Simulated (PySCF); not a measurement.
Results of LNO-CCSD(T) (PySCF, GTH pseudopotentials, Gaussian basis, DZ basis) for zinc-blende AlP.

The same calculation (at the measured cell, 20.380 Å³/atom) with different numerical settings; throughout: k mesh 2×2×2:

```json
[
 {"run": "1", "LNO threshold": "3e-05", "total energy (eV/atom)": "-116.8951", "rough time": "4 core-min"},
 {"run": "2", "LNO threshold": "1e-05", "total energy (eV/atom)": "-116.8924", "rough time": "20 core-min"},
 {"run": "3", "LNO threshold": "3e-06", "total energy (eV/atom)": "-116.8942", "rough time": "80 core-min"}
]
```

In the column total energy (eV/atom) the first row differs from the last by -0.0009 and the next to last by +0.0018.

The last row is no converged limit: other settings stay fixed.
